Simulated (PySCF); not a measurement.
C4H5N, SMILES c1cc[nH]c1.

Coordinates come from a B3LYP-D3(BJ)/def2-SVP optimisation.

Computed with PySCF with r2SCAN/def2-TZVP.

Symmetry labels are those of the subgroup C2v that the program uses (full group C2v).

Computed valence orbital energies around the gap with their symmetry:
| orbital | symmetry | energy (eV) |
|---|---|---|
| HOMO−7 | A1 | -13.82 |
| HOMO−6 | A1 | -10.72 |
| HOMO−5 | B2 | -10.56 |
| HOMO−4 | B1 | -10.23 |
| HOMO−3 | B2 | -9.59 |
| HOMO−2 | A1 | -9.25 |
| HOMO−1 | B1 | -6.04 |
| HOMO | A2 | -5.23 |
| LUMO | B1 | 0.23 |
| LUMO+1 | A1 | 1.18 |
| LUMO+2 | A2 | 1.34 |
| LUMO+3 | A1 | 2.64 |
